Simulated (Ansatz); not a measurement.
Width of the whole s-p valence band (eV) along a series of related solids, from PBE-D4 (Ansatz, an electronic-structure program, PAW).

| solid | PBE-D4 |
|---|---|
| zinc-blende BAs | 15.51 |
| zinc-blende AlAs | 11.85 |
| zinc-blende GaAs | 12.70 |
| zinc-blende InAs | 11.67 |

A member of the series is missing where a level wasn't run or failed, where a doubt is noted on the run or the magnetic state, for phases of high temperature or layered ones, and where values are held back for tests.

Spin–orbit coupling is left out, also for the solids with elements from indium on (zinc-blende InAs); its size isn't shown.

Each level is taken at its own relaxed cell. Caveats: the gap of the solid is closed in this run (zinc-blende InAs). Ansatz's density-functional and Hartree–Fock values are scalar-relativistic unless marked +SOC, with PAW data made under PBE.
